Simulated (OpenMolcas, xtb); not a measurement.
AlH3 (SMILES [AlH3]): methods side by side

AlH3 has 4 atoms, charge 0, and is taken as a singlet. As SMILES, `[AlH3]`. The shape is that of a PBE0-D4/def2-TZVP optimisation.

Each level gives the HOMO–LUMO gap (eV). The values are calculated.

```
             level             kind     program  value (eV)   CPU time
          GFN1-xTB   semi-empirical         xtb        6.62  under 2 s
    HF/def2-TZVPPD     Hartree–Fock  OpenMolcas       12.63      5.1 s
 SVWN5/def2-TZVPPD              LDA  OpenMolcas        4.55        8 s
revPBE/def2-TZVPPD              GGA  OpenMolcas        4.85       10 s
  TPSS/def2-TZVPPD         meta-GGA  OpenMolcas        5.24       12 s
M06-2X/def2-TZVPPD  hybrid meta-GGA  OpenMolcas        8.52       12 s
B2PLYP/def2-TZVPPD    double hybrid  OpenMolcas        9.01      9.1 s
```

The values span 4.55 to 12.63 eV. Orbital gaps aren't excitation energies, and those of double hybrids come from the SCF part alone; they tend to grow with the share of exact exchange. CPU times are rough (shared hosts, several kinds of processor): they show what a rung costs within a factor of a few.
